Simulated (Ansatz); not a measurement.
```xyz
5

F     0.370   -0.929   -0.906
C    -0.098   -0.055   -0.013
F    -0.083   -0.635    1.188
Cl    0.925    1.381    0.007
H    -1.115    0.238   -0.275
```

Charge 0, multiplicity 1.

Task: List the r2SCAN/def2-TZVPP orbital energies in eV (Ansatz 0.2.0). (An estimate is asked.)

Result: The calculation gave: Occupied: -2754.00, -667.52, -667.52, -279.35, -255.38, -194.00, -193.75, -193.74, -34.31, -32.60, -22.93, -18.18, -15.16, -15.02, -14.03, -11.41, -11.26, -10.79, -9.55, -8.50, -8.46. Lowest empty: -0.40, 1.82, 1.91, 2.73, 4.31, 6.09, 6.65, 7.58.
